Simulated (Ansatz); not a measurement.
Start from `CC(N)F` and change one atom or group to get `CSC(C)N`.

Ansatz, PBE0-D4/def2-TZVP geometries, multiplicity 1. Each molecule was computed in one conformer, which needn't be the lowest.

```json
{"property": "HOMO energy (PBE/def2-TZVPP) / eV", "`CC(N)F`": "-6.25"}
{"property": "HOMO–LUMO gap (B3LYP/def2-TZVPP) / eV", "`CC(N)F`": "8.39"}
{"property": "LUMO energy (PBE0/def2-TZVPP) / eV", "`CC(N)F`": "1.20"}
{"property": "size of the dipole moment (ωB97M-V/def2-TZVPP) / D", "`CC(N)F`": "1.05"}
{"property": "LUMO energy (PBE/def2-TZVPP) / eV", "`CC(N)F`": "0.38"}
{"property": "HOMO–LUMO gap (PBE0/def2-TZVPP) / eV", "`CC(N)F`": "9.02"}
```

Problem. Give the same properties after the change, and the shifts. (An estimate is asked.)

Solution. Ansatz gave: 
```tsv
property	`CSC(C)N`	shift
HOMO energy (PBE/def2-TZVPP) / eV	-4.99	1.26
HOMO–LUMO gap (B3LYP/def2-TZVPP) / eV	6.59	-1.80
LUMO energy (PBE0/def2-TZVPP) / eV	0.90	-0.30
size of the dipole moment (ωB97M-V/def2-TZVPP) / D	1.32	0.27
LUMO energy (PBE/def2-TZVPP) / eV	-0.01	-0.39
HOMO–LUMO gap (PBE0/def2-TZVPP) / eV	7.13	-1.89
```

With PBE0 the HOMO rises by 1.59 eV and the LUMO falls by 0.30 eV, so the gap narrows by about 1.89 eV. PBE moves the HOMO by 1.26 eV and ωB97M-V by 1.79 eV. Dipoles are sizes alone; their direction can turn.

B3LYP here is the variant with VWN-RPA as its local correlation; programs differ in this.
